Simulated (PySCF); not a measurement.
# [PHF3]+ (SMILES F[PH+](F)F): a chain of runs

We compute a single-point energy (r2SCAN50-D3(BJ)/BFD-VTZ), then the energy (CCSD(T)/DZVP) of [PHF3]+. 

Program for the calculation: PySCF 2.14.0.

## Step 1: The molecule

[PHF3]+ has 5 atoms, charge +1, and is taken as a singlet. SMILES: `F[PH+](F)F`. The coordinates come from a GFN2-xTB relaxation.

Bond lengths: F1–P2 1.523 Å, P2–F3 1.524 Å, P2–F4 1.524 Å, P2–H5 1.373 Å. Angles: F1–P2–F3 103.7°, F1–P2–F4 103.7°, F3–P2–F4 103.7°, F1–P2–H5 114.8°, F3–P2–H5 114.7°, F4–P2–H5 114.8°.

## Step 2: A single-point energy at r2SCAN50-D3(BJ)/BFD-VTZ (density fitting with def2-universal-jkfit, core potential) (run 4)

File job.py:

```python
from pyscf import gto, dft

mol = gto.M(
    atom=[
    ('F', (-0.656630, -0.057650, 1.326690)),
    ('P', (0.069480, 0.083300, -0.005190)),
    ('F', (0.694150, -1.289710, -0.222090)),
    ('F', (-1.059590, 0.131070, -1.027050)),
    ('H', (0.952580, 1.133000, -0.072370)),
],
    max_memory=1860,
    basis='bfd-vtz',
    ecp={'F': 'bfd', 'P': 'bfd', 'H': 'bfd'},
    charge=1,
    verbose=4,
)

ks = dft.RKS(mol)
ks.xc = 'r2scan50'
ks = ks.density_fit(auxbasis='def2-universal-jkfit')
ks.disp = 'd3bj'
ks.kernel()

e_final = ks.e_tot
print(f'total energy: {e_final:.8f} hartree')
```

Started as:

```bash
$ OMP_NUM_THREADS=1 python job.py
```

What it wrote:

```text
PySCF version 2.14.0

[INPUT] num. atoms = 5
[INPUT] num. electrons = 26
[INPUT] charge = 1
[INPUT] spin (= nelec alpha-beta = 2S) = 0
[INPUT] symmetry False subgroup None
[INPUT] Mole.unit = angstrom
[INPUT] Symbol           X                Y                Z      unit          X                Y                Z       unit  Magmom
[INPUT]  1 F     -0.656630000000  -0.057650000000   1.326690000000 AA   -1.240850865173  -0.108942711081   2.507080752199 Bohr   0.0
[INPUT]  2 P      0.069480000000   0.083300000000  -0.005190000000 AA    0.131298171135   0.157414186176  -0.009807678586 Bohr   0.0
[INPUT]  3 F      0.694150000000  -1.289710000000  -0.222090000000 AA    1.311753389367  -2.437198680113  -0.419689275005 Bohr   0.0
[INPUT]  4 F     -1.059590000000   0.131070000000  -1.027050000000 AA   -2.002334904328   0.247686403147  -1.940843216235 Bohr   0.0
[INPUT]  5 H      0.952580000000   1.133000000000  -0.072370000000 AA    1.800115311738   2.141059699132  -0.136759479635 Bohr   0.0

nuclear repulsion = 75.4115522953265
number of shells = 41
number of NR pGTOs = 289
number of NR cGTOs = 129
basis = bfd-vtz
ecp = {'F': 'bfd', 'P': 'bfd', 'H': 'bfd'}

******** <class 'pyscf.df.df_jk.DFRKS'> ********
method = DFRKS
initial guess = minao
damping factor = 0
level_shift factor = 0
DIIS = <class 'pyscf.scf.diis.CDIIS'>
diis_start_cycle = 1
diis_space = 8
diis_damp = 0
SCF conv_tol = 1e-09
SCF conv_tol_grad = None
SCF max_cycles = 50
direct_scf = False
XC library pyscf.dft.libxc version 7.0.0
    S. Lehtola, C. Steigemann, M. J.T. Oliveira, and M. A.L. Marques.,  SoftwareX 7, 1–5 (2018)
XC functionals = r2scan50
radial grids:
    Treutler-Ahlrichs [JCP 102, 346 (1995); DOI:10.1063/1.469408] (M4) radial grids

becke partition: Becke, JCP 88, 2547 (1988); DOI:10.1063/1.454033
pruning grids: <function nwchem_prune>
grids dens level: 3
symmetrized grids: False
atomic radii adjust function: <function treutler_atomic_radii_adjust>
small_rho_cutoff = 0
Set gradient conv threshold to 3.16228e-05
Initial guess from minao.
tot grids = 71776
******** <class 'pyscf.df.df.DF'> ********
auxbasis = def2-universal-jkfit
Calc dispersion correction with DFTD3.
Parameters: xc=r2scan50, version=d3bj, atm=False
init E= -80.2218429585425
  HOMO = -0.518256785575491  LUMO = 0.00344883710056726  gap/eV = 14.19633
cycle= 1 E= -79.6777899384509  delta_E= 0.544  |g|= 0.778  |ddm|= 3.36
  HOMO = -0.795476960343421  LUMO = -0.306960634309185  gap/eV = 13.29321
cycle= 2 E= -79.69809799388  delta_E= -0.0203  |g|=  0.8  |ddm|= 2.47
  HOMO = -0.850693083486601  LUMO = -0.250230885420073  gap/eV = 16.33941
cycle= 3 E= -79.7982293327224  delta_E= -0.1  |g|= 0.0787  |ddm|= 1.11
  HOMO = -0.831740604678291  LUMO = -0.231433051916319  gap/eV = 16.33520
cycle= 4 E= -79.7990350628095  delta_E= -0.000806  |g|= 0.0106  |ddm|= 0.0999
  HOMO = -0.831527900512634  LUMO = -0.230110945253015  gap/eV = 16.36539
cycle= 5 E= -79.7990602905559  delta_E= -2.52e-05  |g|= 0.0016  |ddm|= 0.0198
  HOMO = -0.831807692646957  LUMO = -0.230412976588069  gap/eV = 16.36478
cycle= 6 E= -79.7990610105134  delta_E= -7.2e-07  |g|= 0.000236  |ddm|= 0.00347
  HOMO = -0.83180693133899  LUMO = -0.2303985332383  gap/eV = 16.36516
cycle= 7 E= -79.7990610283564  delta_E= -1.78e-08  |g|= 9.38e-05  |ddm|= 0.000502
  HOMO = -0.831806642446197  LUMO = -0.230400434377039  gap/eV = 16.36510
cycle= 8 E= -79.7990610297702  delta_E= -1.41e-09  |g|= 4.32e-05  |ddm|= 0.000147
  HOMO = -0.831806453830948  LUMO = -0.230401019026967  gap/eV = 16.36508
cycle= 9 E= -79.7990610300778  delta_E= -3.08e-10  |g|= 5.09e-06  |ddm|= 5.23e-05
  HOMO = -0.831805977523521  LUMO = -0.230400715025807  gap/eV = 16.36507
Extra cycle  E= -79.7990610300831  delta_E= -5.26e-12  |g|= 3.74e-06  |ddm|= 1.07e-05
converged SCF energy = -79.7990610300831
total energy: -79.79906103 hartree
```

Wall time 26 s (1 thread of AMD EPYC (Zen 3), shared host); peak memory 0.55 GiB.

## Step 3: A single-point energy at CCSD(T)/DZVP (run 6)

File input.xyz:

```xyz
5
F3HP
F     -0.656630    -0.057650     1.326690
P      0.069480     0.083300    -0.005190
F      0.694150    -1.289710    -0.222090
F     -1.059590     0.131070    -1.027050
H      0.952580     1.133000    -0.072370
```

File calc.py:

```python
# F[PH+](F)F
from pyscf import gto, scf, cc

system = gto.Mole()
system.atom = 'input.xyz'
system.spin = 0
system.basis = 'dzvp'
system.max_memory = 1860
system.verbose = 4
system.charge = 1
system.build()

calc0 = scf.RHF(system)
calc0.kernel()

mycc = cc.CCSD(calc0, frozen=8)
mycc.kernel()
e_t = mycc.ccsd_t()
energy = mycc.e_tot + e_t
print('E = %.10f Eh' % energy)
calc0.analyze()
```

Started as:

```bash
$ OMP_NUM_THREADS=1 python calc.py
```

What it wrote:

```text
PySCF version 2.14.0

[INPUT] num. atoms = 5
[INPUT] num. electrons = 42
[INPUT] charge = 1
[INPUT] spin (= nelec alpha-beta = 2S) = 0
[INPUT] symmetry False subgroup None
[INPUT] Mole.unit = angstrom
[INPUT] Symbol           X                Y                Z      unit          X                Y                Z       unit  Magmom
[INPUT]  1 F     -0.656630000000  -0.057650000000   1.326690000000 AA   -1.240850865173  -0.108942711081   2.507080752199 Bohr   0.0
[INPUT]  2 P      0.069480000000   0.083300000000  -0.005190000000 AA    0.131298171135   0.157414186176  -0.009807678586 Bohr   0.0
[INPUT]  3 F      0.694150000000  -1.289710000000  -0.222090000000 AA    1.311753389367  -2.437198680113  -0.419689275005 Bohr   0.0
[INPUT]  4 F     -1.059590000000   0.131070000000  -1.027050000000 AA   -2.002334904328   0.247686403147  -1.940843216235 Bohr   0.0
[INPUT]  5 H      0.952580000000   1.133000000000  -0.072370000000 AA    1.800115311738   2.141059699132  -0.136759479635 Bohr   0.0

nuclear repulsion = 205.959217710536
number of shells = 28
number of NR pGTOs = 133
number of NR cGTOs = 62
basis = dzvp
ecp = {}

[... 37 lines left out ...]
converged SCF energy = -639.357950392519
[... 31 lines left out ...]
One-electron Energy =                -1285.728903352220414
[... 6 lines left out ...]
MO #2   energy= -26.6082872487037  occ= 2
[... 4 lines left out ...]
MO #7   energy= -5.93738688815351  occ= 2
[... 4 lines left out ...]
MO #12  energy= -1.2369994837936   occ= 2
[... 4 lines left out ...]
MO #17  energy= -1.01321792978332  occ= 2
[... 4 lines left out ...]
MO #22  energy= -0.115085290421941 occ= 0
[... 4 lines left out ...]
MO #27  energy= 0.169064878273044  occ= 0
[... 4 lines left out ...]
MO #32  energy= 0.501438833873165  occ= 0
[... 4 lines left out ...]
MO #37  energy= 0.731459692862005  occ= 0
[... 4 lines left out ...]
MO #42  energy= 1.04294668987309   occ= 0
[... 4 lines left out ...]
MO #47  energy= 2.06145620372436   occ= 0
[... 4 lines left out ...]
MO #52  energy= 2.25041181551235   occ= 0
[... 4 lines left out ...]
MO #57  energy= 2.56656625354102   occ= 0
[... 4 lines left out ...]
MO #62  energy= 3.0745271056506    occ= 0
[... 35 lines left out ...]
pop of  2 F 2s            1.84017
pop of  2 F 3s            0.00153
pop of  2 F 2px           1.89388
pop of  2 F 2py           1.70057
pop of  2 F 2pz           1.91772
pop of  2 F 3px           0.00330
pop of  2 F 3py           0.00129
pop of  2 F 3pz           0.00215
pop of  2 F 3dxy          0.00565
pop of  2 F 3dyz          0.00364
pop of  2 F 3dz^2         0.00243
pop of  2 F 3dxz          0.00069
pop of  2 F 3dx2-y2       0.00541
pop of  3 F 1s            2.00000
pop of  3 F 2s            1.84004
pop of  3 F 3s            0.00153
pop of  3 F 2px           1.77211
pop of  3 F 2py           1.92806
pop of  3 F 2pz           1.81195
pop of  3 F 3px           0.00160
pop of  3 F 3py           0.00358
pop of  3 F 3pz           0.00156
pop of  3 F 3dxy          0.00214
pop of  3 F 3dyz          0.00180
pop of  3 F 3dz^2         0.00310
pop of  3 F 3dxz          0.00742
pop of  3 F 3dx2-y2       0.00337
pop of  4 H 1s            0.87085
pop of  4 H 2s            0.01754
 ** Mulliken atomic charges  **
charge of    0F =     -0.37823
charge of    1P =      2.02328
charge of    2F =     -0.37842
charge of    3F =     -0.37825
charge of    4H =      0.11162

WARN: System has nonzero charge 1; the dipole moment is origin-dependent.
Location of origin: [0. 0. 0.]

Dipole moment(X, Y, Z, Debye):  1.88476,  2.25058, -0.14188
```

It took 15 s on 1 thread of AMD EPYC (Zen 3), shared host; peak memory 0.2 GiB.

## Step 4: Results

```
                                                        quantity          value
                    run 4, r2SCAN50-D3(BJ)/BFD-VTZ: total energy   -79.79906 Eh
                     run 4, r2SCAN50-D3(BJ)/BFD-VTZ: HOMO energy      -22.63 eV
                     run 4, r2SCAN50-D3(BJ)/BFD-VTZ: LUMO energy       -6.27 eV
                   run 4, r2SCAN50-D3(BJ)/BFD-VTZ: HOMO–LUMO gap       16.37 eV
               run 4, r2SCAN50-D3(BJ)/BFD-VTZ: dispersion energy   -1.98 kJ/mol
                               run 6, CCSD(T)/DZVP: total energy  -639.99573 Eh
        run 6, CCSD(T)/DZVP: HOMO energy (Hartree–Fock orbitals)      -25.45 eV
        run 6, CCSD(T)/DZVP: LUMO energy (Hartree–Fock orbitals)       -3.13 eV
      run 6, CCSD(T)/DZVP: HOMO–LUMO gap (Hartree–Fock orbitals)       22.32 eV
run 6, CCSD(T)/DZVP: correlation energy (8 core orbitals frozen)     -637.8 mEh
                             run 6, CCSD(T)/DZVP: (T) correction     -14.52 mEh
                              run 6, CCSD(T)/DZVP: T1 diagnostic          0.015
```

In words: The triples (run 6, CCSD(T)/DZVP) make up 2.3 % of the correlation energy.
